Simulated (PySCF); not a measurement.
Field gradients at the hydrogen positions

2-methyl-3-butyn-2-ol, C5H8O.
Structure used (PBE0-D3(BJ)/def2-SVP), in Å, numbered top down from 1:
```
atom  x, y, z in Å
C1     2.405    0.645   -0.443
C2     1.260    0.397   -0.136
C3    -0.150    0.136    0.220
C4    -1.005    0.151   -1.051
C5    -0.271   -1.199    0.947
O6    -0.609    1.114    1.133
H7     3.423    0.862   -0.707
H8    -0.924    1.125   -1.557
H9    -0.686   -0.627   -1.759
H10   -2.058   -0.018   -0.779
H11   -1.324   -1.364    1.219
H12    0.075   -2.026    0.313
H13    0.328   -1.176    1.868
H14   -0.463    1.979    0.734
```

Level: PBE0/pcSseg-1 (PySCF, non-relativistic); Q(2H) = 0.00286 b; rigid geometry, the same for H and D, with no vibrational averaging.

Task: Rank these positions by the coupling χzz of a deuteron there, largest first.
A. H14 (hydroxyl hydrogen)
B. H7 (alkyne hydrogen)
C. H12 (methyl hydrogen)

Result: A (312 kHz), B (231 kHz), C (197 kHz).

Task: Tabulate Vzz, the asymmetry η and χzz = 234.96 MHz × Q × Vzz for every hydrogen position.

Result: 
| atom | bonded to | bond length (Å) | Vzz (au) | η | χzz (kHz) |
| --- | --- | --- | --- | --- | --- |
| H7 | C1 | 1.074 | 0.3432 | 0.01 | 231 |
| H8 | C4 | 1.101 | 0.2904 | 0.04 | 195 |
| H9 | C4 | 1.100 | 0.2914 | 0.03 | 196 |
| H10 | C4 | 1.100 | 0.2914 | 0.03 | 196 |
| H11 | C5 | 1.100 | 0.2916 | 0.04 | 196 |
| H12 | C5 | 1.098 | 0.2935 | 0.04 | 197 |
| H13 | C5 | 1.098 | 0.2929 | 0.03 | 197 |
| H14 | O6 | 0.964 | 0.4638 | 0.15 | 312 |

Task: Average by the element that carries the hydrogen.

Result: on C: 201 kHz over 7 positions, mean bond length 1.096 Å; on O: 312 kHz over 1 position, mean bond length 0.964 Å.

The structure is a single PBE0-D3(BJ)/def2-SVP conformer in the gas phase; no vibrational or solvent corrections. The small basis limits the accuracy of the gradients.
